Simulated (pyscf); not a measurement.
HO–Ga(Cl)–Cl + hydrogen chloride (HCl) -> HO–Ga(Cl)–Cl + hydrogen chloride (HCl) (four-centre exchange; singlet surface; Cl–Ga, Cl–H broken, Cl–Ga, Cl–H formed). PySCF, gas phase, ωB97X-D3(BJ)/def2-SVP geometries. Energies in kJ/mol from the separated reactants.

```csv
level,barrier,reaction energy
ωB97X-D3(BJ)/def2-TZVP,…,0.0
PBE/def2-TZVP,…,0.0
r²SCAN/def2-TZVP,-6.4,0.0
B3LYP-D3(BJ)/def2-TZVP,8.5,0.0
M06-2X/def2-TZVP,4.8,0.0
ωB97M-D3(BJ)/def2-TZVP,16.8,0.0
```

Q: What belongs in the gaps?

A: 
- ωB97X-D3(BJ)/def2-TZVP, barrier: 3.1
- PBE/def2-TZVP, barrier: -3.2

On the reactant side the descent ends in an adduct with a Cl–Ga contact, 36.3 kJ/mol under the separated species and 39.4 kJ/mol under the saddle at ωB97X-D3(BJ)/def2-TZVP. On the product side the descent ends in an adduct with a Cl–Ga contact, 36.3 kJ/mol under the separated species and 39.4 kJ/mol under the saddle at ωB97X-D3(BJ)/def2-TZVP. At PBE, r²SCAN the saddle lies under the separated reactants, which points to a path from their complex (located at ωB97X-D3(BJ) alone). At PBE, r²SCAN the saddle lies under the separated products, which points to a path from their complex (located at ωB97X-D3(BJ) alone). What is counted as formed (Cl–Ga) is already present as a longer contact in the reactant adduct; forming that adduct is a step of its own. What is counted as broken (Cl–Ga) persists as a longer contact in the product adduct; parting that adduct is a step of its own. One saddle was located; it need not be the lowest between these sides. Elements up to Kr have no core potential and no relativistic terms here.
